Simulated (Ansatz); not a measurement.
# C7H8O: taking an electron away

An exercise on one series of results from a longer session: the logs are not shown, and one member is left open.

The runs use Ansatz 0.2.0, Gaussian basis; unrestricted cation, the program's frozen cores in correlated methods.

Plan: UKS PBE-D4/def2-TZVPP; UKS r2SCAN-D4/def2-TZVPP; UKS PBE0-D4/def2-TZVPP; UKS B3LYP-D4/def2-TZVPP; UKS wB97X-V/def2-TZVPP; UKS wB97M-V/def2-TZVPP; UKS B2PLYP/def2-TZVPP; UHF-CCSD(T)/def2-TZVPP; UHF-MP2/def2-QZVPP; extrapolation to the limit; then −ε(HOMO) from the neutral's earlier runs with LDA (SPW92), PBE-D4, revPBE-D4, BLYP-D4, r2SCAN-D4, B97M-V, PBE0-D4, B3LYP-D4, r2SCANh-D4, r2SCAN0-D4, HSE06-D4, BHLYP-D4, CAM-B3LYP-D4, LC-ωPBE, ωB97X-V, ωB97M-V.

### The relaxed structure

An earlier PBE0-D4 in a triple-zeta def2 set relaxation fixed the geometry.

SMILES `Cc1ccccc1O`, 16 atoms, charge 0, spin multiplicity 1.

Atoms are counted from 1 here; the program's logs count them from 0.

Bond lengths: C1–C2 1.495 Å, C1–H9 1.093 Å, C1–H10 1.091 Å, C1–H11 1.093 Å, C2–C3 1.388 Å, C2–C7 1.397 Å, C3–C4 1.388 Å, C3–H12 1.085 Å, C4–C5 1.384 Å, C4–H13 1.083 Å, C5–C6 1.387 Å, C5–H14 1.084 Å, C6–C7 1.387 Å, C6–H15 1.087 Å, C7–O8 1.359 Å, O8–H16 0.961 Å. Angles: C2–C1–H9 111.2°, C2–C1–H10 110.8°, C2–C1–H11 111.2°, H9–C1–H10 108.5°, H9–C1–H11 106.5°, H10–C1–H11 108.5°, C1–C2–C3 122.3°, C1–C2–C7 120.0°, C3–C2–C7 117.7°, C2–C3–C4 122.0°, C2–C3–H12 118.4°, C4–C3–H12 119.6°, C3–C4–C5 119.4°, C3–C4–H13 120.2°, C5–C4–H13 120.4°, C4–C5–C6 119.9°, C4–C5–H14 120.5°, C6–C5–H14 119.6° and more.

The first run:

File in.yaml:

```yaml
crystal:
  periodic: [false, false, false]
  atoms:
    - {symbol: C, position_ang: [1.096852, -1.874173, 0.392231]}
    - {symbol: C, position_ang: [0.479096, -0.556823, 0.050820]}
    - {symbol: C, position_ang: [1.148737, 0.406972, -0.689497]}
    - {symbol: C, position_ang: [0.567619, 1.628384, -1.002307]}
    - {symbol: C, position_ang: [-0.717830, 1.900299, -0.566758]}
    - {symbol: C, position_ang: [-1.410909, 0.955254, 0.174359]}
    - {symbol: C, position_ang: [-0.817192, -0.260847, 0.479760]}
    - {symbol: O, position_ang: [-1.458355, -1.216607, 1.203371]}
    - {symbol: H, position_ang: [1.148229, -2.018195, 1.474812]}
    - {symbol: H, position_ang: [2.106189, -1.944903, -0.014627]}
    - {symbol: H, position_ang: [0.504291, -2.703279, -0.003793]}
    - {symbol: H, position_ang: [2.156453, 0.189351, -1.028824]}
    - {symbol: H, position_ang: [1.117186, 2.360190, -1.581807]}
    - {symbol: H, position_ang: [-1.188664, 2.848097, -0.800568]}
    - {symbol: H, position_ang: [-2.420408, 1.161999, 0.519008]}
    - {symbol: H, position_ang: [-2.334293, -0.898521, 1.437924]}
basis:
  gaussian: {orbitals: def2-TZVPP}
total_charge: 1
magnetization: {spin_polarized: true, initial_magnetization: 1}
hamiltonian: {xc: pbe, dispersion: d4}
```

Launch:

```sh
ansatz run in.yaml --threads 2 --pin off --events-out ev --progress --plain --max-ram 32768MiB --backend cuda --devices 0, --max-vram 18GiB
```

Among the steps run: Cation, UKS PBE-D4/def2-TZVPP; Cation, UKS r2SCAN-D4/def2-TZVPP; Cation, UKS PBE0-D4/def2-TZVPP; Cation, UKS B3LYP-D4/def2-TZVPP; Cation, UKS wB97X-V/def2-TZVPP; Cation, UKS wB97M-V/def2-TZVPP; Cation, UKS B2PLYP (frozen core)/def2-TZVPP; Cation, UHF-CCSD(T)/def2-TZVPP; Cation, UHF-MP2/def2-QZVPP.

One table of the session follows, with a row left open; its other results are not shown here.

For comparison, −ε(HOMO) of the neutral from earlier runs:

| functional | −ε(HOMO) (eV) |
| --- | --- |
| LDA (SPW92) | 5.54 |
| PBE-D4 | 5.34 |
| revPBE-D4 | 5.26 |
| BLYP-D4 | ? |
| r2SCAN-D4 | 5.51 |
| B97M-V | 5.50 |
| PBE0-D4 | 6.37 |
| B3LYP-D4 | 6.17 |
| r2SCANh-D4 | 5.90 |
| r2SCAN0-D4 | 6.49 |
| HSE06-D4 | 5.98 |
| BHLYP-D4 | 7.23 |
| CAM-B3LYP-D4 | 7.59 |
| LC-ωPBE | 8.83 |
| ωB97X-V | 8.50 |
| ωB97M-V | 8.44 |

Estimate the missing values for BLYP-D4.

Worked estimate for «−ε(HOMO) (eV)». Against the share of exact exchange, B3LYP-D4 (0.2, 6.17), BHLYP-D4 (0.5, 7.23) give a slope of 3.53 per unit share; at 0 the line stands at 5.46.

As computed: −ε(HOMO) (eV): 5.18. In «−ε(HOMO) (eV)» the line misses by +0.28.
